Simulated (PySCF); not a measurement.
## What each rung costs and misses: atomization of CN, doublet

Geometry (MP2(full)/6-31G*, from the G2/97 set):

```xyz
2

C     0.0000    0.0000    0.0000
N     0.0000    0.0000    1.1348
```

Measured, as an electronic atomization energy: 181.4 kcal/mol (G2/97 heats of formation of molecule and atoms, with zero-point and thermal terms from B3LYP taken off; Curtiss et al., J. Chem. Phys. 106, 1063 (1997), Staroverov et al., J. Chem. Phys. 119, 12129 (2003)). The measured value holds scalar relativity and spin–orbit coupling, which all computed ones lack, and core correlation, which the wave-function levels lack. Atoms are taken at the same level; beside RHF, RMP2 and RCC rows of closed shells they are unrestricted. PySCF 2.14.0; the 6-31G* set has Cartesian d functions; a miss is computed less measured; times are wall times on shared hosts and scatter by a factor of two or so; they hold the correlated step alone (with one SCF for RCCSD(T)), and functionals start from a converged Hartree–Fock density. B3LYP has the VWN-RPA form, and B2PLYP's MP2 part freezes the cores.

```json
{"level": "UHF", "basis": "6-31G", "miss (kcal/mol)": "-121.8", "time of the run": "0.26 s", "hardware": "1 CPU thread"}
{"level": "RCCSD(T)", "basis": "STO-3G", "miss (kcal/mol)": "-44.0", "time of the run": "0.35 s", "hardware": "1 CPU thread"}
{"level": "UCCSD(T)", "basis": "6-31G", "miss (kcal/mol)": "-44.1", "time of the run": "0.49 s", "hardware": "1 CPU thread"}
{"level": "revPBE", "basis": "STO-3G", "miss (kcal/mol)": "-6.5", "time of the run": "1.1 s", "hardware": "1 CPU thread"}
{"level": "PBE", "basis": "STO-3G", "miss (kcal/mol)": "1.7", "time of the run": "1.2 s", "hardware": "1 CPU thread"}
{"level": "PBE0", "basis": "STO-3G", "miss (kcal/mol)": "-21.2", "time of the run": "1.2 s", "hardware": "1 CPU thread"}
{"level": "B2PLYP", "basis": "STO-3G", "miss (kcal/mol)": "-31.5", "time of the run": "1.4 s", "hardware": "1 CPU thread"}
{"level": "RCCSD(T)", "basis": "cc-pVDZ", "miss (kcal/mol)": "-27.4", "time of the run": "1.4 s", "hardware": "1 CPU thread"}
{"level": "revPBE", "basis": "6-31G", "miss (kcal/mol)": "-15.2", "time of the run": "1.5 s", "hardware": "1 CPU thread"}
{"level": "B3LYP", "basis": "6-31G", "miss (kcal/mol)": "-26.3", "time of the run": "1.9 s", "hardware": "1 CPU thread"}
{"level": "PBE", "basis": "6-31G", "miss (kcal/mol)": "-6.3", "time of the run": "1.9 s", "hardware": "1 CPU thread"}
{"level": "revPBE", "basis": "6-31G*", "miss (kcal/mol)": "1.9", "time of the run": "2 s", "hardware": "1 CPU thread"}
{"level": "B3LYP", "basis": "6-31G*", "miss (kcal/mol)": "-7.2", "time of the run": "2.2 s", "hardware": "1 CPU thread"}
{"level": "PBE0", "basis": "6-31G*", "miss (kcal/mol)": "-7.5", "time of the run": "2.2 s", "hardware": "1 CPU thread"}
{"level": "PBE", "basis": "6-31G*", "miss (kcal/mol)": "10.6", "time of the run": "2.2 s", "hardware": "1 CPU thread"}
{"level": "PBE", "basis": "cc-pVDZ", "miss (kcal/mol)": "9.0", "time of the run": "2.7 s", "hardware": "1 CPU thread"}
{"level": "revPBE", "basis": "cc-pVDZ", "miss (kcal/mol)": "0.3", "time of the run": "2.7 s", "hardware": "1 CPU thread"}
{"level": "B3LYP", "basis": "cc-pVDZ", "miss (kcal/mol)": "-9.0", "time of the run": "2.7 s", "hardware": "1 CPU thread"}
{"level": "PBE0", "basis": "cc-pVDZ", "miss (kcal/mol)": "-9.1", "time of the run": "2.8 s", "hardware": "1 CPU thread"}
{"level": "BLYP", "basis": "cc-pVTZ", "miss (kcal/mol)": "7.7", "time of the run": "4.2 s", "hardware": "1 CPU thread"}
{"level": "PBE0", "basis": "cc-pVTZ", "miss (kcal/mol)": "-3.9", "time of the run": "4.5 s", "hardware": "1 CPU thread"}
{"level": "PBE", "basis": "cc-pVTZ", "miss (kcal/mol)": "13.9", "time of the run": "4.6 s", "hardware": "1 CPU thread"}
{"level": "UCCSDT", "basis": "6-31G", "miss (kcal/mol)": "-43.2", "time of the run": "7.4 s", "hardware": "1 CPU thread"}
{"level": "B3LYP", "basis": "cc-pVTZ", "miss (kcal/mol)": "-3.4", "time of the run": "7.5 s", "hardware": "1 CPU thread"}
{"level": "wB97M-V", "basis": "6-31G*", "miss (kcal/mol)": "-9.1", "time of the run": "8.1 s", "hardware": "1 CPU thread"}
{"level": "RCCSDT", "basis": "6-31G", "miss (kcal/mol)": "-43.1", "time of the run": "9 s", "hardware": "1 CPU thread"}
{"level": "PBE", "basis": "cc-pVQZ", "miss (kcal/mol)": "14.7", "time of the run": "9 s", "hardware": "1 CPU thread"}
{"level": "wB97M-V", "basis": "cc-pVDZ", "miss (kcal/mol)": "-10.8", "time of the run": "9.3 s", "hardware": "1 CPU thread"}
{"level": "PBE0", "basis": "cc-pVQZ", "miss (kcal/mol)": "-3.0", "time of the run": "9.5 s", "hardware": "1 CPU thread"}
{"level": "HSE06", "basis": "cc-pVTZ", "miss (kcal/mol)": "-4.5", "time of the run": "10 s", "hardware": "1 CPU thread"}
{"level": "B97M-V", "basis": "cc-pVTZ", "miss (kcal/mol)": "-5.6", "time of the run": "12 s", "hardware": "1 CPU thread"}
{"level": "B2PLYP", "basis": "cc-pVQZ", "miss (kcal/mol)": "-1.8", "time of the run": "15 s", "hardware": "1 CPU thread"}
{"level": "UCCSD(T)", "basis": "cc-pVTZ", "miss (kcal/mol)": "-13.9", "time of the run": "22 s", "hardware": "1 CPU thread"}
{"level": "B97M-V", "basis": "cc-pVQZ", "miss (kcal/mol)": "-4.7", "time of the run": "23 s", "hardware": "1 CPU thread"}
{"level": "RCCSDT", "basis": "6-31G*", "miss (kcal/mol)": "-21.9", "time of the run": "87 s", "hardware": "1 CPU thread"}
{"level": "RCCSDT", "basis": "cc-pVDZ", "miss (kcal/mol)": "-27.0", "time of the run": "98 s", "hardware": "1 CPU thread"}
{"level": "UCCSDT", "basis": "cc-pVDZ", "miss (kcal/mol)": "-27.1", "time of the run": "1.7 min", "hardware": "1 CPU thread"}
{"level": "UCCSDT", "basis": "6-31G*", "miss (kcal/mol)": "-22.0", "time of the run": "2.1 min", "hardware": "1 CPU thread"}
{"level": "UCCSD(T)", "basis": "cc-pVQZ", "miss (kcal/mol)": "-8.3", "time of the run": "2.3 min", "hardware": "1 CPU thread"}
{"level": "RCCSD(T)", "basis": "cc-pVQZ", "miss (kcal/mol)": "-7.3", "time of the run": "2.3 min", "hardware": "1 CPU thread"}
```

HF's time is that of a plain UHF run.

The smallest set from which on each level stays within 1 kcal/mol of its own cc-pVQZ value: RHF none (cc-pVTZ is 1.4 kcal/mol off); UHF none (cc-pVTZ is 1.2 kcal/mol off); PBE cc-pVTZ; r2SCAN cc-pVTZ; B3LYP cc-pVTZ; wB97M-V cc-pVTZ; B2PLYP none (cc-pVTZ is 2.3 kcal/mol off); RMP2 none (cc-pVTZ is 5.7 kcal/mol off); UMP2 none (cc-pVTZ is 5.3 kcal/mol off); RCCSD(T) none (cc-pVTZ is 5.7 kcal/mol off); UCCSD(T) none (cc-pVTZ is 5.6 kcal/mol off).
